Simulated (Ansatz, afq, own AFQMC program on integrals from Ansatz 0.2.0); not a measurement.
Two steps: Ansatz 0.2.0 writes the Fock matrix and Cholesky factors of the valence space, and afq projects on them the lowest state that overlaps trial and start.

```yaml
crystal:
  periodic: [false, false, false]
  atoms:
    - {symbol: Ta, position_ang: [0.000000, 0.000000, 0.165033]}
    - {symbol: N, position_ang: [0.000000, 0.000000, -1.790471]}
    - {symbol: H, position_ang: [0.000000, 0.829804, -2.373021]}
    - {symbol: H, position_ang: [0.000000, -0.829804, -2.373021]}
basis:
  gaussian: {orbitals: def2-SVP}
magnetization: {spin_polarized: true, initial_magnetization: 6}
correlation: {method: ccsd_t, electrons: outside_noble_gas, hamiltonian_folder: ham}
```

```sh
$ ansatz run in.yaml --threads 1 --pin off --events-out ev --progress --plain --max-ram 15360MiB --backend cuda --devices 0, --max-vram 18GiB
```

afq runs on the folder ham with

```
--method free --trial cisd --walkers 4000 --time-step 0.03 --max-blocks 4000 --target-error 0.00042 --factor-cut 1e-05 --seed 7763 --times 0,0.21,0.42,0.81,1.2,1.8,2.4,3 --taylor-order 8
```

Times are imaginary, in 1/Eh. The walk had a cap of 84 s. Core potentials past Kr, no spin–orbit coupling.

Output of the walk:

```
orbitals 51  electrons 9 3  factors 426 of 565
reference energy -111.75797297 Eh
CCSD correlation -0.22256937 Eh in 14 cycles, weight of the determinant in the CISD state 0.9042
repeat  energy at the last time / Eh  error
    10  -111.986068  0.000142
    20  -111.986120  0.000093
    30  -111.986130  0.000075
time / (1/Eh)  energy / Eh  error  mean overlap
  0.00  -111.980570  0.000028  1.1060
  0.21  -111.983477  0.000036  1.1053
  0.42  -111.984616  0.000038  1.1052
  0.81  -111.985439  0.000041  1.1054
  1.20  -111.985758  0.000047  1.1056
  1.80  -111.986041  0.000064  1.1028
  2.40  -111.986135  0.000051  1.1027
  3.00  -111.986130  0.000073  1.1024
energy -111.986130 +/- 0.000073 Eh
```

The run passed its tests (error under three times the target), which doesn't prove that it has relaxed.

Against this walk (error 2.0 meV) on the same determinant: CCSD(T) 22.8 meV higher, CCSDT(Q) 4.6 meV lower. The error is statistical, and a free projection of finite length keeps a remainder of its start. None of these is a sure reference here.

Cautions: remainder of the start not in the error; no spin-orbit coupling; outer-core shells of the metal frozen; another spin lies lower; CCSDT(Q) on the ROHF determinant differs (104 meV higher), by its state or its frozen core.

The walk took 62 s on 1 × NVIDIA H100 80GB HBM3 with 2 threads of AMD EPYC 7R13 Processor (Zen 3), on a shared host (the card was shared). The log's last line is the free-projection energy.

CCSDT and higher add their correlation energy to the determinant of the CCSD(T) run, since their own runs factorise the integrals more tightly (a shift of under 2 meV). A walk keeps the symmetry of its determinant, which the program's search chose and which needn't be the lowest solution, so a lower state of the same spin and another symmetry isn't excluded.
